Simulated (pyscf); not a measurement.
Elementary routes open to O=Ti=O + methane (CH₄) in the gas phase (singlet surface):
A. H₃C–O–TiH=O (C–H broken; H–Ti, C–O formed)
B. H₃C–Ti(=O)–OH (C–H broken; C–Ti, H–O formed)

Optimised with ωB97X-D3(BJ)/def2-SVP in PySCF. Correlated levels are frozen-core, on RHF or UHF. ΔMP2 is the change of the MP2 total energy from the triple- to the quadruple-zeta basis.

**Question.** Rank the routes by free-energy barrier at 298 K, lowest first, for CCSD(T)/def2-TZVPP + ΔMP2(QZVPP) energies (ideal gas, 1 atm, RRHO with modes under 100 cm⁻¹ raised to 100, one conformer, R ln 2 for chiral ones without a mode under 150 cm⁻¹).

**Answer.** B (13.0 kcal/mol), A (61.2 kcal/mol)

Route B is the fastest of these, ahead of the next by 48.2 kcal/mol. The most stable products are those of B (ΔG = -25.0 kcal/mol), so kinetics and thermodynamics agree. At 1200 K B is still the fastest. A: On the reactant side the descent ends in an adduct with a C–Ti contact, 14.0 kcal/mol under the separated species and 71.0 kcal/mol under the saddle at ωB97X-D3(BJ)/def2-TZVP. B: On the reactant side the descent ends in an adduct with a C–Ti contact, 14.0 kcal/mol under the separated species and 21.1 kcal/mol under the saddle at ωB97X-D3(BJ)/def2-TZVP. Only these routes are compared; each barrier is that of the saddle found, and lower ones may exist. The CCSD(T) − MP2 part came from Ansatz, without density fitting, on the same reference. The frozen core leaves the outer d or s,p core shells of the metals and heavy elements correlated in the MP2 and CC values, and def2-TZVPP describes them poorly, which can shift differences by a few kcal/mol.
